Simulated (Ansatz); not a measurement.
Born–Oppenheimer molecular dynamics of AlH3O2 (6 atoms, charge 0, multiplicity 1). It goes on from the last frame of an earlier run, with new velocities.

Level of theory: RKS B3LYP-D4/def2-SVP in Ansatz.

* ensemble: NVT, Langevin thermostat
* time step: 0.5 fs
* steps asked: 250
* set temperature: 500 K
* friction: 0.005 /fs
* seed: 655478

First frame:

```xyz
6
Properties=species:S:1:pos:R:3
Al 0.374 -0.291 -0.101
H 0.768 -0.341 1.470
O 1.556 -0.665 -1.231
H 1.417 -0.905 -2.200
O -1.228 0.011 -0.578
H -2.034 0.361 -0.243
```

(1) How far do the bonds stretch over the last three quarters of this one trajectory? (Pairs bonded in most of those frames.)

Answers

(1) 
```tsv
bond	mean (Å)	spread (Å)	shortest	longest
Al1–H2	1.581	0.046	1.50	1.65
Al1–O3	1.706	0.041	1.65	1.78
Al1–O5	1.699	0.022	1.66	1.74
O3–H4	0.965	0.019	0.93	1.00
O5–H6	0.959	0.014	0.93	1.00
```

Mean temperature of the second half: 358 K. The mean temperature of the second half is 28 % below the set value. A run of 0.12 ps of so small a system gives no equilibrium averages.

Time of the run: 5.4 min on 1 thread of Arm Neoverse V1, on a shared host, peak memory 0.094 GiB.
